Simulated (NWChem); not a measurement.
Lowest excitation of ozone (O3)

SMILES: O=[O+][O-]
```xyz
3

O     -1.0607     0.0000    -0.2102
O      0.0000     0.0000     0.4204
O      1.0607     0.0000    -0.2102
```
Charge 0, spin multiplicity 1.

Program: NWChem. The geometry was optimised at PBE0/def2-SVP, a minimum by its harmonic frequencies.

Basis set: aug-cc-pVDZ.

The correlated methods keep 3 core orbitals frozen. B3LYP has NWChem's definition, with VWN1-RPA local correlation. The species is likely to have several important configurations. Coupled-cluster values serve here as a point of comparison, not as the truth.

Problem. For the lowest vertical singlet excitation energy, CIS gives 2.42 eV and TD-LDA (SVWN5) gives 2.31 eV. What do TD-PBE, TD-B3LYP, EOM-CCSD give?

Solution. TD-PBE: 2.33 eV; TD-B3LYP: 2.25 eV; EOM-CCSD: 2.53 eV.
